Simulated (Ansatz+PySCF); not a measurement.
Results of a calculation; reference values are marked as such.
A run of PySCF 2.14.0 on doublet ClO₂ at this shape:

```csv
atom,x (Å),y (Å),z (Å)
Cl,0.0000,0.1425,-1.7191
O,0.0000,-0.4993,0.4577
O,0.0000,0.3568,1.2614
```

Its results:

* Converged: yes
* Reference energy: -609.05307 hartree
* Correlation energy: -0.68562 hartree
* Total energy: -609.73869 hartree
* Spin squared of the determinant: 0.771

Q: Which input gives this output? Name the method, the orbitals and the basis set, and write the input.

A: UHF-MP2 in cc-pVTZ on O; cc-pV(T+d)Z on Cl.

```python
from pyscf import gto, scf, mp

# the (T+d) and (D+d) sets load through basis_set_exchange
mol = gto.M(atom="""
Cl 0.000000 0.142480 -1.719150
O 0.000000 -0.499260 0.457700
O 0.000000 0.356770 1.261450
""", basis={'Cl': 'cc-pv(t+d)z', 'O': 'cc-pvtz'}, charge=0, spin=1)
mf = scf.UHF(mol)
mf.kernel()
pt = mp.MP2(mf, frozen=7).run()
print(mf.e_tot, pt.e_corr, pt.e_tot)
```

This is not the lowest solution: another run reaches a determinant 2.57 eV lower.
